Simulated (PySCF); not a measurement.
## Aluminium: a sound run and one with changed settings

Sound run: Al [Ne] 3s2 3p1, Al⁺ [Ne] 3s2. All numbers are calculated (PySCF 2.14, no relativity, point nucleus, in def2-TZVP). In the sound run the correlated levels freeze [Ne]. The sound run starts from symmetry-adapted Hartree-Fock orbitals and uses a fine grid where one is needed.

Changed run: scalar relativity by spin-free X2C-1e. This setting is unsound on purpose.

```tsv
species	method	sound run (hartree)	changed run (hartree)	converged
Al	UHF	-241.87435	-242.27004	yes
Al	M06-2X	-242.34225	-242.73891	yes
Al	PBE0	-242.24895	-242.64537	yes
Al	MP2	-241.90934	-242.30504	yes
Al	CCSD(T)	-241.92584	-242.32150	yes
Al⁺	UHF	-241.66873	-242.06466	yes
Al⁺	M06-2X	-242.13098	-242.52788	yes
Al⁺	PBE0	-242.02539	-242.42205	yes
Al⁺	MP2	-241.69600	-242.09192	yes
Al⁺	CCSD(T)	-241.70808	-242.10396	yes
```

Ionisation energy of Al:

| method | sound run (eV) | changed run (eV) |
| --- | --- | --- |
| UHF | 5.595 | 5.589 |
| M06-2X | 5.749 | 5.743 |
| PBE0 | 6.083 | 6.077 |
| MP2 | 5.805 | 5.799 |
| SCS-MP2 | 5.789 | 5.783 |
| CCSD | 5.895 | 5.890 |
| CCSD(T) | 5.925 | 5.920 |

Most of the change in total energy is the relativistic energy itself. On top of that the contraction fixes the core shape for the Hamiltonian it was made with, so the changed run is not a good calculation with the other Hamiltonian either.

For comparison, NIST gives 5.986 eV between the lowest levels.
